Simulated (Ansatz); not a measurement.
Species: PH3 (charge +1, doublet). SMILES of the parent species: P

Atoms: P1, H2, H3, H4. Bonds: P1-H2, P1-H3, P1-H4.

Bond lengths (Å) and angles (degrees) optimised at HF/STO-3G with Ansatz (a first-principles code); HF/3-21G with Ansatz; HF/6-31G* with Ansatz; B3LYP/LANL2DZ with Ansatz; B3LYP/6-31G* with Ansatz; MP2/6-31G* with Ansatz, each started from the B3LYP-D3(BJ)/def2-TZVP structure (Ansatz) of the last column. A row stands for all coordinates that are equal there. 6-31G* holds six Cartesian d functions. No wavenumbers were computed at HF/STO-3G, B3LYP/LANL2DZ, MP2/6-31G*, so these may be saddle points.

| coordinate | HF/STO-3G | HF/3-21G | HF/6-31G* | B3LYP/LANL2DZ | B3LYP/6-31G* | MP2/6-31G* | B3LYP-D3(BJ)/def2-TZVP |
|---|---|---|---|---|---|---|---|
| P1-H2 | 1.387 | 1.392 | 1.382 | 1.419 | 1.405 | 1.395 | 1.403 |
| H2-P1-H3 | 111.8 | 114.9 | 112.8 | 114.1 | 112.9 | 113.3 | 113.0 |

Mean signed difference of all 3 bond lengths from B3LYP-D3(BJ)/def2-TZVP: HF/STO-3G -0.016 Å, HF/3-21G -0.011 Å, HF/6-31G* -0.021 Å, B3LYP/LANL2DZ 0.016 Å, B3LYP/6-31G* 0.002 Å, MP2/6-31G* -0.008 Å.
